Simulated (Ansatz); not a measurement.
A nudged elastic band was laid between two geometries of C2HN (4 atoms, charge 0, multiplicity 1).

Level of theory: RKS PBE0-D4/def2-SVP (Ansatz 0.2.0).

```yaml
movable_images: 7
climbing_image: yes
spring: 5.0 eV/Å²
optimiser: quadratic models (default)
start_path: through a guess of the saddle point
force_threshold: 0.03 eV/Å
iteration_limit: 60
end_points: relaxed
```

Image 0:

```xyz
4
Properties=species:S:1:pos:R:3
C -0.297 -0.527 0.920
C 1.041 -0.124 0.337
N -0.133 0.117 -0.225
H -0.611 0.535 -1.032
```

Image 8:

```xyz
4
Properties=species:S:1:pos:R:3
C -0.203 -0.567 1.003
C -0.186 0.111 -0.220
N 0.949 -0.136 0.344
H -0.560 0.591 -1.126
```

(1) Which bonds break or form, and what moves?

(2) Give the energies along the band, and the barrier.

(3) What is the geometry of the highest image?

The band took 33 iterations and roughly 100 core-seconds.

## Answers

(1) Bonds broken: N3–H4. Bonds formed: C2–H4.

(2) It converged. The highest image is number 1 of 0 to 8, 33.3 kcal/mol above the first end and 65.9 kcal/mol above the last; the last end lies 32.6 kcal/mol below the first. The profile has 3 maxima (images 1, 4, 7) with wells between them (images 3, 5): this band takes more than one step, which may be the mechanism or a detour left from its start path. Neighbouring images differ by up to 2.0 eV, so the band resolves the path poorly. A vibrational analysis at the climbing image gives one clearly imaginary mode, 870i cm⁻¹: a first-order saddle point. The orbitals stay closed-shell, which can raise the energy where a bond breaks towards radicals; this wasn't checked here.

```
image  path coordinate (Å)  energy (kcal/mol)  N3–H4 (Å)  C2–H4 (Å)
    0                 0.00                0.0       1.03       2.24
    1                 0.82               33.3       1.08       1.50
    2                 1.42                1.0       1.66       1.10
    3                 2.02              -26.6       2.21       1.12
    4                 2.62               19.2       1.99       1.11
    5                 3.22              -10.6       1.97       1.11
    6                 3.82               -3.6       1.98       1.10
    7                 4.42                9.1       1.98       1.13
    8                 5.02              -32.6       2.23       1.09
```

(3) 
```xyz
4
Properties=species:S:1:pos:R:3
C -0.115 -0.548 0.974
C 0.855 0.006 0.098
N -0.631 0.029 -0.133
H -0.109 0.513 -0.939
```

The run took 98 s on 1 CPU thread of a shared host.
